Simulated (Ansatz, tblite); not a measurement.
**The cluster AlH₃O₃: removing and adding an electron**

An exercise on one series of results from a longer session: the logs are not shown, and one member is left open.

Method: as each input shows; program: Ansatz 0.2.0, Gaussian basis.

Plan: charge +1 doublet, at the geometry of the singlet (PBE0-D4/def2-TZVP, PBE-D4/def2-TZVP, r2SCAN-D4/def2-TZVP, CCSD(T)/def2-TZVPP); charge -1 doublet, at the geometry of the singlet (PBE0-D4/def2-TZVPD, PBE-D4/def2-TZVPD, r2SCAN-D4/def2-TZVPD); the starting singlet's energies come from earlier runs.

1 further run of the same task is left out (set aside as unsound or not needed). Runs told in other sessions of the task aren't counted.

### The structure

The geometry is that of the singlet, from an earlier relaxation (PBE0-D4/def2-TZVP). At that level it is the lowest of the isomers that a small search found.

7 atoms, charge 0, spin multiplicity 1.

Atoms are counted from 1 here; the program's logs count them from 0.

Bond lengths: Al1–O2 1.689 Å, Al1–O3 1.689 Å, Al1–O4 1.689 Å, O2–H6 0.955 Å, O3–H5 0.955 Å, O4–H7 0.955 Å. Angles: O2–Al1–O3 120.0°, O2–Al1–O4 120.0°, O3–Al1–O4 120.0°, Al1–O2–H6 122.7°, Al1–O3–H5 122.7°, Al1–O4–H7 122.7°.

Set-up of the first run:

File in.yaml:

```yaml
crystal:
  periodic: [false, false, false]
  atoms:
    - {symbol: Al, position_ang: [0.000501, 0.000506, -0.000400]}
    - {symbol: O, position_ang: [1.046303, -1.128064, 0.695814]}
    - {symbol: O, position_ang: [-0.498544, 1.348457, 0.886109]}
    - {symbol: O, position_ang: [-0.545590, -0.218913, -1.583370]}
    - {symbol: H, position_ang: [-1.090329, 2.009531, 0.531690]}
    - {symbol: H, position_ang: [1.376967, -1.043370, 1.588198]}
    - {symbol: H, position_ang: [-0.289308, -0.968138, -2.118051]}
basis:
  gaussian: {orbitals: def2-SVP}
total_charge: 1
magnetization: {spin_polarized: true, initial_magnetization: 1}
hamiltonian: {xc: pbe0, dispersion: d4}
output: {orbitals: {seedname: orbitals}}
```

The run is started by

```console
ansatz run in.yaml --threads 4 --pin off --events-out ev --progress --plain --max-ram 3916MiB
```

Steps of the session up to this table: Charge +1 doublet at the fixed geometry, first pass, PBE0-D4/def2-SVP; Charge +1 doublet at the fixed geometry, PBE0-D4/def2-TZVP; Charge +1 doublet at the fixed geometry, PBE-D4/def2-TZVP; Charge +1 doublet at the fixed geometry, r2SCAN-D4/def2-TZVP; Charge +1 doublet at the fixed geometry, CCSD(T)/def2-TZVPP.

One table of the session follows, with a row left open; its other results are not shown here.

It belongs to the step «Vertical ionisation energy». 

```
             method  vertical ionisation energy (eV)
      HF/def2-TZVPP                            10.58
   PBE-D4/def2-TZVP                            10.71
r2SCAN-D4/def2-TZVP                            10.94
  PBE0-D4/def2-TZVP                            11.35
     MP2/def2-TZVPP                            12.40
    CCSD/def2-TZVPP                            12.03
 CCSD(T)/def2-TZVPP                                ?
```

Estimate the missing values for CCSD(T)/def2-TZVPP.

**Answer.** vertical ionisation energy (eV): 12.07. In the column «vertical ionisation energy (eV)» it lies between CCSD/def2-TZVPP (12.03) and MP2/def2-TZVPP (12.40).
